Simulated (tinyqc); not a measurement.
Worked calculation: extended Hueckel theory, for CH3-. The parameters take no account of the charge, which enters only through the electron count, and nothing here shows that the anion is bound. One step of it, computed by the program tinyqc.

Question. Wolfsberg-Helmholz matrix. H_ij = K' S_ij (H_ii + H_jj)/2 for i != j (the diagonal keeps H_ii), with K' = K + D^2 + D^4 (1 - K), D = (H_ii - H_jj)/(H_ii + H_jj), K = 1.5.

overlap S, order 1C 2s, 1C 2px, 1C 2py, 1C 2pz, 2H 1s, 3H 1s, 4H 1s:
$$\begin{pmatrix}
1.000000 & 0.000000 & 0.000000 & 0.000000 & 0.537080 & 0.537401 & 0.537401 \\
0.000000 & 1.000000 & 0.000000 & 0.000000 & 0.513220 & -0.256577 & -0.256577 \\
0.000000 & 0.000000 & 1.000000 & 0.000000 & 0.000000 & 0.444665 & -0.444665 \\
0.000000 & 0.000000 & 0.000000 & 1.000000 & -0.058727 & -0.058777 & -0.058777 \\
0.537080 & 0.513220 & 0.000000 & -0.058727 & 1.000000 & 0.158156 & 0.158156 \\
0.537401 & -0.256577 & 0.444665 & -0.058777 & 0.158156 & 1.000000 & 0.158181 \\
0.537401 & -0.256577 & -0.444665 & -0.058777 & 0.158156 & 0.158181 & 1.000000
\end{pmatrix}$$

diagonal H_ii (eV): 1C 2s -21.400000, 1C 2px -11.400000, 1C 2py -11.400000, 1C 2pz -11.400000, 2H 1s -13.600000, 3H 1s -13.600000, 4H 1s -13.600000

K = 1.500000

Give: H.

Answer.

H (eV), order 1C 2s, 1C 2px, 1C 2py, 1C 2pz, 2H 1s, 3H 1s, 4H 1s:
$$\begin{pmatrix}
-21.400 & 0.000 & 0.000 & 0.000 & -14.554 & -14.562 & -14.562 \\
0.000 & -11.400 & 0.000 & 0.000 & -9.672 & 4.836 & 4.836 \\
0.000 & 0.000 & -11.400 & 0.000 & 0.000 & -8.380 & 8.380 \\
0.000 & 0.000 & 0.000 & -11.400 & 1.107 & 1.108 & 1.108 \\
-14.554 & -9.672 & 0.000 & 1.107 & -13.600 & -3.226 & -3.226 \\
-14.562 & 4.836 & -8.380 & 1.108 & -3.226 & -13.600 & -3.227 \\
-14.562 & 4.836 & 8.380 & 1.108 & -3.226 & -3.227 & -13.600
\end{pmatrix}$$
